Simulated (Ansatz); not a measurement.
The input, for Ansatz 0.2.0:

```yaml
crystal:
  periodic: [false, false, false]
  atoms:
    - {symbol: Si, position_ang: [0.000000, 0.000000, -0.109600]}
    - {symbol: Be, position_ang: [0.000000, 0.000000, -2.188800]}
    - {symbol: H, position_ang: [0.000000, 0.000000, 2.298400]}
basis:
  gaussian: {orbitals: 6-31G, point_charges: [{charge: 0.50, position_ang: [4.876, -0.844, -0.684]}]}
magnetization: {spin_polarized: false, initial_magnetization: 3}
hamiltonian: {xc: hf, pseudopotentials: {relativity: scalar}}
output: {orbitals: {seedname: orbitals}}
```

```sh
$ ansatz run in.yaml --threads 1 --pin off --events-out ev --progress --plain --max-ram 2393MiB
```

The program prints:

```
300 factors; integrals over basis functions are off by at most 2.2e-4 eV
mean field evaluation 1: about -8283.6536 eV, gradient 6.3e0 eV
mean field evaluation 2: about -8283.6582 eV, gradient 6.3e0 eV
mean field evaluation 4: about -8284.1044 eV, gradient 2.0e0 eV
mean field evaluation 8: about -8284.0862 eV, gradient 2.0e0 eV
mean field evaluation 16: about -8284.3941 eV, gradient 2.5e-5 eV
mean field evaluation 32: about -8283.6125 eV, gradient 4.6e0 eV
mean field evaluation 64: about -8283.7777 eV, gradient 4.0e0 eV
mean field evaluation 96: about -8284.0793 eV, gradient 2.1e-1 eV
mean field evaluation 128: about -8282.4691 eV, gradient 6.7e0 eV
mean field evaluation 160: about -8283.2479 eV, gradient 3.2e0 eV
mean field evaluation 192: about -8283.8163 eV, gradient 2.6e0 eV
mean field -8284.40927912 eV, -304.4464256334 hartree, gradient 1.5e-5 eV, S^2 3.750000; 8 other end points of the search recorded, 0 dependent functions left out
reference -8284.40927912 eV, -304.4464256334 hartree; 11, 8 occupied and 13, 16 virtual orbitals, 300 factors
Total energy: -8284.40927912 eV, -304.4464256334 hartree
Relativity: scalar
```

Ran on 1 thread of Arm Neoverse V1, shared host: 0.39 s wall, 0.14 GiB peak host memory.
